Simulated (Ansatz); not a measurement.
The input, for Ansatz 0.2.0:

```yaml
crystal:
  periodic: [false, false, false]
  atoms:
    - {symbol: Al, position_ang: [-0.292827, 0.000000, 0.473237]}
    - {symbol: C, position_ang: [0.619095, 0.000000, -1.220387]}
    - {symbol: H, position_ang: [0.461500, 0.000000, 1.874174]}
basis:
  gaussian: {orbitals: 6-31G}
magnetization: {spin_polarized: false}
hamiltonian: {xc: {name: B3LYP}}
correlation: {method: ccsdt_q_b, electrons: outside_noble_gas}
scf: {lower_state_search: light}
output: {forces: true}
```

```sh
$ ansatz run in.yaml --threads 1 --pin off --events-out ev --progress --plain --max-ram 2393MiB
```

Output:

```
514 factors; integrals over basis functions are off by at most 9.3e-8 eV
mean field evaluation 1: about -7637.6588 eV, gradient 3.3e1 eV
mean field evaluation 2: about -7637.6572 eV, gradient 3.3e1 eV
mean field evaluation 4: about -7641.3520 eV, gradient 1.3e1 eV
mean field evaluation 8: about -7642.2442 eV, gradient 2.5e-1 eV
mean field evaluation 16: about -7642.2444 eV, gradient 3.3e-5 eV
mean field evaluation 32: about -7642.1598 eV, gradient 1.9e-1 eV
mean field evaluation 64: about -7631.5283 eV, gradient 5.2e0 eV
mean field -7642.24441743 eV, -280.8473022412 hartree, gradient 8.0e-7 eV, S^2 0.000000; 5 other end points of the search recorded, 0 dependent functions left out; unrestricted orbitals would lower it
unrestricted determinant -7622.60489374 eV, -280.1255630576 hartree, S^2 1.6354
6 core orbitals not correlated: weight in the atoms' cores, before any rotation towards them, 1.000 or more for the frozen orbitals, at most 0.000 for the correlated occupied ones
reference -7620.06443110 eV, -280.0322027779 hartree; 4, 4 occupied and 14, 14 virtual orbitals, 514 factors
second order -3.99534007 eV of doubles, -0.24560317 eV of singles
cycle   1  -3.89890258 eV  change    3.3e-1 eV  update   1.9e-1
cycle   2  -4.37822183 eV  change   -4.8e-1 eV  update   1.5e-1
cycle   3  -4.74296518 eV  change   -3.6e-1 eV  update   4.5e-2
...
cycle  45  -4.82408323 eV  change   -3.1e-8 eV  update   7.0e-8
cycle  46  -4.82408323 eV  change   -1.9e-9 eV  update   5.7e-8
cycle  47  -4.82408323 eV  change    2.4e-9 eV  update   5.6e-8
cycle  48  -4.82408324 eV  change   -9.9e-9 eV  update   5.1e-8
cycle  49  -4.82408326 eV  change   -1.9e-8 eV  update   5.2e-8
cycle   1  -4.82408292 eV  update   1.9e-7
cycle   2  -4.82408299 eV  change   -7.4e-8 eV  update   1.1e-7
cycle   3  -4.82408284 eV  change    1.5e-7 eV  update   6.7e-8
cycle   4  -4.82408284 eV  change  -3.8e-10 eV  update   4.4e-8
cycle   5  -4.82408282 eV  change    2.4e-8 eV  update   3.4e-8
perturbative correction -0.05286653 eV, -0.0019428091 hartree
the calculation of the forces begins
Total energy: -7624.94138045 eV, -280.2114273607 hartree
Atom 0 at    -0.292827     0.000000     0.473237 Å, force    -0.584549     0.000000     0.203609 eV/Å
Atom 1 at     0.619095     0.000000    -1.220387 Å, force     0.353073    -0.000000    -0.762093 eV/Å
Atom 2 at     0.461500     0.000000     1.874174 Å, force     0.231476    -0.000000     0.558484 eV/Å
Dipole moment:    -0.340467     0.000000     0.205931 e Å
```

Forces (eV/Å):
```
Al  -0.585  0.000  0.204
C    0.353  0.000 -0.762
H    0.231  0.000  0.558
```

Ran on 1 thread of Arm Neoverse V2, shared host: 5 s wall, 0.14 GiB peak host memory.
